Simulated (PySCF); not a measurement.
Compound: Si(SH)H3.
InChI=1S/H4SSi/c1-2/h1H,2H3

The closed-shell ground state was solved at several levels (PySCF, density fitting, gas phase, non-relativistic). Isolated species at its PBE0-D3(BJ)/def2-SVP geometry, gas phase.

```
         level  basis functions  total energy (Eh)  HOMO (eV)  LUMO (eV)  gap (eV)  dipole (D)
 PBE0/pcSseg-1               68          -689.8072      -7.53       0.06      7.59        1.41
B3LYP/pcSseg-1               68          -690.1210      -7.26      -0.15      7.11        1.33
```

Problem. What might wB97X-D/def2-SVPD (83 basis functions) give for the same quantities?

Solution. Total energy -689.8895 Eh, HOMO -9.39 eV, LUMO 1.46 eV, gap 10.85 eV, dipole 1.15 D.

Problem. Over all these levels, which gives the widest orbital gap and which the narrowest?

Solution. wB97X-D/def2-SVPD (range-separated hybrid) has the widest, 10.85 eV, and B3LYP/pcSseg-1 (global hybrid, 20 % exact exchange) the narrowest, 7.11 eV. Functional and basis both differ between the two, so the spread mixes both effects.

Problem. How far do the dipole and the HOMO energy spread over the levels?

Solution. The dipole runs from 1.15 to 1.41 D (mean 1.29 D) and the HOMO from -9.39 to -7.26 eV.

Note: wB97X-D ran without an empirical dispersion term, which enters the total energy and its gradient alone.
